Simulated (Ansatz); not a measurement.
What a trial cell of BaSr₂O₂ relaxes into

These are results of DFT PBE, scalar-relativistic, plane waves, PAW (Ansatz 0.2.0), not measurements. Cutoff 420 eV, Γ-centred k mesh, Gaussian smearing, no spin polarisation in the final step.

BaSr₂O₂ was placed on the sites of a reported EuMn2P2 cell (P-3m1, No. 164), with Ba in place of Eu, Sr in place of Mn, O in place of P, at a guessed volume.

```yaml
crystal:
  lattice:
    - [4.46950, 0.00000, 0.00000]
    - [-2.23475, 3.87070, 0.00000]
    - [0.00000, 0.00000, 7.58834]
  atoms:
    - { symbol: Ba, position: [0.00000, 0.00000, 0.00000] }
    - { symbol: Sr, position: [0.33333, 0.66667, 0.62000] }
    - { symbol: Sr, position: [0.66667, 0.33333, 0.38000] }
    - { symbol: O, position: [0.33333, 0.66667, 0.26000] }
    - { symbol: O, position: [0.66667, 0.33333, 0.74000] }
```

Cell and atoms relax at zero pressure; the relaxation can't lower the symmetry of the start. After a coarse first stage the cell is made exact in the group found at 0.06 Å.

Formation energies are uncorrected and refer to the elements' standard structures at the same level (O₂ as a molecule).

Task: Which crystal results?

Result: It keeps P-3m1 (No. 164), but not the shape of the type it started on. Conventional cell: a = 4.211 Å, c = 10.455 Å. Ba has 6 Ba at 4.21 Å, 6 Sr at 4.62 Å and 6 O at 4.73 Å; around Sr lie 4 O at 2.43–2.47 Å; O is coordinated by 4 Sr at 2.43–2.47 Å.

Space group P-3m1 (No. 164). a = 4.211 Å, b = 4.211 Å, c = 10.455 Å, α = 90.00°, β = 90.00°, γ = 120.00°
```tsv
atom	site	symmetry	x	y	z
Ba	1a	-3m.	0.0000	0.0000	0.0000
Sr	2d	3m.	0.3333	0.6667	0.6242
O	2d	3m.	0.3333	0.6667	0.3878
```

Task: What are its volume, energy, density and gap?

Result: The volume per atom is 32.12 Å³ and the density is 3.56 g/cm³. The energy over the elements is -1.87 eV/atom and the gap on the 12×12×4 mesh is 0 eV (a metal).

The final run used a 12×12×4 mesh on its 5-atom cell and 0.10 eV smearing. The k mesh leaves about 4 meV/atom of noise in metals. Symmetry constrained the relaxation, so the result can be a saddle point.

Cost: 3 runs of about 4.1 core-minutes in all, on Arm Neoverse V1 (shared hosts).